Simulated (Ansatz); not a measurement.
# BH6NSi (SMILES BN[SiH3]): functionals against CCSD(T) at one geometry

A test off equilibrium: a structure displaced at random from a GFN2-xTB minimum is computed at several levels, and each is set against CCSD(T).

The runs use Ansatz 0.2.0, Gaussian basis; single points in def2-TZVPP.

Cores are frozen in the correlated methods.

## 1. Where the work starts

9 atoms, charge 0, spin multiplicity 1.

Atoms are counted from 1 here; the program's logs count them from 0.

Bond lengths: B1–N2 1.150 Å, B1–H4 1.150 Å, B1–H5 1.427 Å, N2–Si3 1.674 Å, N2–H6 1.028 Å, Si3–H7 1.454 Å, Si3–H8 1.556 Å, Si3–H9 1.398 Å. Angles: N2–B1–H4 127.9°, N2–B1–H5 112.2°, H4–B1–H5 118.0°, B1–N2–Si3 126.3°, B1–N2–H6 124.7°, Si3–N2–H6 108.7°, N2–Si3–H7 113.6°, N2–Si3–H8 112.8°, N2–Si3–H9 111.9°, H7–Si3–H8 123.0°, H7–Si3–H9 93.4°, H8–Si3–H9 98.4°.

As a file:

```mol
BH6NSi
  3D, bonds by distance, orders not assigned

  9  8  0  0  0  0  0  0  0  0999 V2000
   -0.7066    0.6900   -0.9985 B   0  0
   -0.0580    0.5997   -0.0534 N   0  0
    0.4613   -0.8231    0.6585 Si  0  0
   -1.0415   -0.1499   -1.7091 H   0  0
   -0.7982    2.0363   -1.4614 H   0  0
    0.3772    1.3919    0.4359 H   0  0
    1.8842   -1.0737    0.4911 H   0  0
   -0.6094   -1.9515    0.6040 H   0  0
    0.5614   -0.7044    2.0476 H   0  0
  1  2  8  0
  1  4  8  0
  1  5  8  0
  2  3  8  0
  2  6  8  0
  3  7  8  0
  3  8  8  0
  3  9  8  0
M  END
```

## 2. CCSD(T)/def2-TZVPP

run/in.yaml

```yaml
crystal:
  periodic: [false, false, false]
  atoms:
    - {symbol: B, position_ang: [-0.706600, 0.690000, -0.998500]}
    - {symbol: N, position_ang: [-0.058000, 0.599700, -0.053400]}
    - {symbol: Si, position_ang: [0.461300, -0.823100, 0.658500]}
    - {symbol: H, position_ang: [-1.041500, -0.149900, -1.709100]}
    - {symbol: H, position_ang: [-0.798200, 2.036300, -1.461400]}
    - {symbol: H, position_ang: [0.377200, 1.391900, 0.435900]}
    - {symbol: H, position_ang: [1.884200, -1.073700, 0.491100]}
    - {symbol: H, position_ang: [-0.609400, -1.951500, 0.604000]}
    - {symbol: H, position_ang: [0.561400, -0.704400, 2.047600]}
basis:
  gaussian: {orbitals: def2-TZVPP}
correlation: {method: ccsd_t}
output: {forces: true}
```

No record of the launch command was kept for these runs.

## 3. PBE0-D4/def2-TZVPP

run/in.yaml: that of step 2 with these lines changed.

```diff
@@ -14,3 +14,3 @@
   gaussian: {orbitals: def2-TZVPP}
-correlation: {method: ccsd_t}
-output: {forces: true}
+hamiltonian: {xc: pbe0, dispersion: d4}
+output: {forces: true, orbitals: {seedname: orbitals}}
```

## 4. wB97M-V/def2-TZVPP

run/in.yaml: that of step 3 with these lines changed.

```diff
@@ -14,3 +14,3 @@
   gaussian: {orbitals: def2-TZVPP}
-hamiltonian: {xc: pbe0, dispersion: d4}
-output: {forces: true, orbitals: {seedname: orbitals}}
+hamiltonian: {xc: {name: wB97M-V}}
+output: {forces: true}
```

## 5. r2SCAN-D4/def2-TZVPP

run/in.yaml: that of step 4 with these lines changed.

```diff
@@ -14,3 +14,3 @@
   gaussian: {orbitals: def2-TZVPP}
-hamiltonian: {xc: {name: wB97M-V}}
+hamiltonian: {xc: r2scan, dispersion: d4}
 output: {forces: true}
```

## 6. PBE-D4/def2-TZVPP

run/in.yaml: that of step 5 with these lines changed.

```diff
@@ -14,3 +14,3 @@
   gaussian: {orbitals: def2-TZVPP}
-hamiltonian: {xc: r2scan, dispersion: d4}
+hamiltonian: {xc: pbe, dispersion: d4}
 output: {forces: true}
```

## 7. revPBE-D4/def2-TZVPP

run/in.yaml: that of step 6 with these lines changed.

```diff
@@ -14,3 +14,3 @@
   gaussian: {orbitals: def2-TZVPP}
-hamiltonian: {xc: pbe, dispersion: d4}
+hamiltonian: {xc: {name: revPBE}, dispersion: d4}
 output: {forces: true}
```

## 8. LC-wPBE/def2-TZVPP

run/in.yaml: that of step 7 with these lines changed.

```diff
@@ -14,3 +14,3 @@
   gaussian: {orbitals: def2-TZVPP}
-hamiltonian: {xc: {name: revPBE}, dispersion: d4}
+hamiltonian: {xc: {name: LC-wPBE}}
 output: {forces: true}
```

(Steps that only read results are left out.)

What does the calculation give? Wanted: energy less free atoms, CCSD(T)/def2-TZVPP; RMS force component; RMS force error; HOMO and LUMO, PBE0-D4; T1 diagnostic.

As calculated:

| quantity | value |
| --- | --- |
| energy less free atoms, CCSD(T)/def2-TZVPP | -27.127 eV |
| RMS force component | 5.604 to 5.871 eV/Å over the methods |
| RMS force error | PBE0-D4 0.234, wB97M-V 0.176, r2SCAN-D4 0.235, PBE-D4 0.307, revPBE-D4 0.272, LC-wPBE 0.187 eV/Å |
| HOMO and LUMO, PBE0-D4 | -7.63 and 0.10 eV |
| T1 diagnostic | 0.011 |

In words: Against CCSD(T) the functionals' energies less atoms differ by -1.141 to -0.377 eV, PBE-D4 by -1.003 eV. A larger basis would deepen the CCSD(T) value, while the functionals are nearly converged already, so the order here is not reliable. On forces the order runs from wB97M-V to PBE-D4. Frozen-core CCSD(T) forces in triple zeta carry basis errors of their own, and this is one geometry, so small gaps rank nothing.
